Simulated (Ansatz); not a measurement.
Basis-set extrapolation for C2H2F2, SMILES `C=C(F)F` (PBE0-D4/def2-TZVP geometry, frozen core, Ansatz). Multiplicity 1, RHF reference.

|  | def2-TZVPP | def2-QZVPP |
| --- | --- | --- |
| HF | -275.864472 | -275.876568 |
| MP2 correlation | -0.810645 | -0.879575 |
| CCSD(T) correlation | -0.854585 | not run |

Energies in hartree. Use E(X) = E(∞) + A·exp(−7.88·√X) for Hartree–Fock and E(X) = E(∞) + B·X^(−2.97) for correlation, with X = 3 and 4, and add CCSD(T) minus MP2 of the smaller set to the MP2 limit.

Problem. What is the CCSD(T) energy at the basis-set limit?

Solution. HF limit: -275.876568 + (-0.012096) × 0.13774 = -275.87823. MP2 limit: -0.879575 + (-0.068930) × 0.74074 = -0.93063. Higher-order term: -0.854585 − (-0.810645) = -0.04394. Total: -276.85280 hartree, 83.9 kcal/mol below CCSD(T)/def2-TZVPP.
